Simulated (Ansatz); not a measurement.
**Zinc-blende HgSe: band gap by level of theory**

No measured value is used here.

```
level (code)           value (eV)  cell (Å³/atom)
---------------------  ----------  --------------
LDA+SOC (Ansatz)             0.00           28.16
PBE (Ansatz)                 0.00           28.16
RPBE (Ansatz)                0.00           28.16
PBE-D3(BJ) (Ansatz)          0.00           29.39
PBE0 (Ansatz)                0.34           28.16
Hartree–Fock (Ansatz)        5.64           28.16
```

Computed values are for a static lattice. Spin–orbit coupling is included only where a level's name says +SOC; with heavier elements it mostly lowers gaps and can invert bands. A gap of zero means that the bands touch or overlap; how far they overlap is not shown.  PBE-D3(BJ): the gap is read on the k mesh or supercell of the run alone and can be too large. Values are at the measured cell; PBE-D3(BJ) at the level's own relaxed cell. Cutoffs and k meshes differ between the levels. Ansatz's density-functional and Hartree–Fock values are scalar-relativistic unless marked +SOC, with PAW data made under PBE.

Ansatz is an electronic-structure program.
